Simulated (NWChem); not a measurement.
System: fluorine (F₂); SMILES FF

```xyz
2

F      0.0000     0.0000     0.6882
F      0.0000     0.0000    -0.6882
```
Atoms are numbered in this order, from 1.

Computed with NWChem. Pople sets run with spherical d functions. STO-3G and 3-21G are far too small for this property and stand as cheap habits. Coordinates come from a PBE0/def2-SVP optimisation. Vertical excitations in the gas phase; the lowest state need not have the same character in each row.

```tsv
level	basis functions	lowest excitation, singlet (eV)	oscillator strength of that lowest state	orbital gap (eV)
CAM-B3LYP/3-21G, TDA	18	4.99	0.001	11.29
CAM-B3LYP/6-31G*, TDA	28	5.03	0.000	11.33
CAM-B3LYP/6-31+G*, TDA	36	4.88	0.000	11.04
CAM-B3LYP/def2-SVP, TDA	28	5.08	0.000	11.36
CAM-B3LYP/def2-SVPD, TDA	46	4.96	0.000	11.12
CAM-B3LYP/def2-TZVP, TDA	62	5.01	0.000	11.23
CAM-B3LYP/aug-cc-pVDZ, TDA	46	4.88	0.000	11.03
CAM-B3LYP/def2-TZVPD, TDA	80	4.98	0.000	11.13
```
